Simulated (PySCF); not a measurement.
Computed properties of CCl4, SMILES ClC(Cl)(Cl)Cl

carbon tetrachloride (CCl₄), SMILES ClC(Cl)(Cl)Cl. Geometry optimised at B3LYP-D3(BJ)/def2-SVP. One conformer was computed; it need not be the lowest. All values are computed for the isolated molecule unless a solvent is named; none is compared with measurement here.

**Structure.** The optimised structure has Td symmetry. All 9 harmonic modes at B3LYP-D3(BJ)/def2-SVP (PySCF) are real, so it is a minimum. With heavy atoms numbered as in [Cl:1][C:2]([Cl:3])([Cl:4])[Cl:5], the shortest bond between them is Cl1–C2 at 1.786 Å and the longest C2–Cl5 at 1.786 Å.

**Vibrations.** The strongest infrared lines (harmonic, unscaled, degenerate partners summed) lie at 759 cm⁻¹ (557 km/mol, C 88 %, Cl 12 %). The softest mode is at 214 cm⁻¹ and the zero-point energy is 5.9 kcal/mol.

**Electronic structure.** r2SCAN/def2-TZVP (PySCF) places the frontier levels at -8.02 and -2.76 eV, a gap of 5.26 eV, and gives a dipole moment of 0.00 D and a mean polarisability of 61.1 bohr³. PBE/def2-TZVP (PySCF) at the same geometry gives -7.64 and -2.79 eV, so its gap is 0.41 eV narrower. An orbital gap is neither the optical nor the fundamental gap.

**Excitations.** TDDFT-PBE0/def2-SVPD (PySCF) has S1 at 5.87 eV (211 nm, f = 0.000, dark); the most intense of the 10 singlets computed lies at 6.86 eV (f = 0.06). Strengths of degenerate partners are summed. T1 (TDA) is at 5.33 eV. TDDFT-PBE/def2-SVPD (PySCF) puts S1 at 5.04 eV. No vertical singlet excitation falls in the visible range (under 3.1 eV).

**NMR.** GIAO shifts at HF/pcSseg-1 (PySCF) (non-relativistic, atoms alike by connectivity averaged): ¹³C at 117.9 ppm against TMS. Without spin–orbit terms, shifts of atoms bonded to Cl or Br come out too high.

**Solvation.** SMD-M06-2X/def2-SVP (PySCF) gives 1.2 kcal/mol in water, -2.8 kcal/mol in N,N-dimethylformamide, -3.0 kcal/mol in acetonitrile (1 M in both phases, gas-phase geometry); of these solvents acetonitrile holds the molecule best.
